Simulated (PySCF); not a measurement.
## B–NH₂, triplet: the ladder up to RCCSDT

Geometry: a PBE0/def2-TZVP stationary point for this spin, not checked as a minimum.

```xyz
4

B     0.0000    0.0000    0.8588
N     0.0000    0.0000   -0.5086
H     0.0000   -0.8409   -1.0720
H     0.0000    0.8409   -1.0720
```

Basis 6-31G; PySCF 2.14.0. Only valence electrons are correlated (noble-gas cores frozen), which leaves 10 electrons in 20 orbitals. R marks a restricted (for open shells ROHF) determinant, U an unrestricted one.

Full CI isn't at hand for all of this; RCCSDT serves as the reference. It lacks quadruple excitations, which often exceed the step from CCSD(T) to CCSDT. The frozen core follows each run's orbitals, which can shift R against U totals by a few meV.

```
UHF ⟨S²⟩                          : 2.024
T1 diagnostic (ROHF- or RHF-based CCSD)             : 0.0277
largest doubles amplitude (ROHF- or RHF-based CCSD) : 0.064
T1 diagnostic (UCCSD)             : 0.0187
```

```tsv
level	E − E(RCCSDT) (kJ/mol)	share of correlation (%)	wall time
RHF	405.7	0.00	–
UHF	398.8	1.71	–
RMP2	53.5	86.81	–
UMP2	49.6	87.76	–
RCCSD	9.7	97.60	–
UCCSD	9.7	97.61	–
RCCSD(T)	1.2	99.69	0.42 s
UCCSD(T)	1.2	99.70	0.36 s
UCCSDT	0.0	100.00	15 s
```

The correlation energy at RCCSDT, counted from RHF, is -4.205 eV. That run took 14 s on 1 thread of Arm Neoverse V1, shared host.

Times are those of the correlated step on a shared host, with one SCF added for the restricted CCSD run; they ran on 1 thread of Arm Neoverse V1.
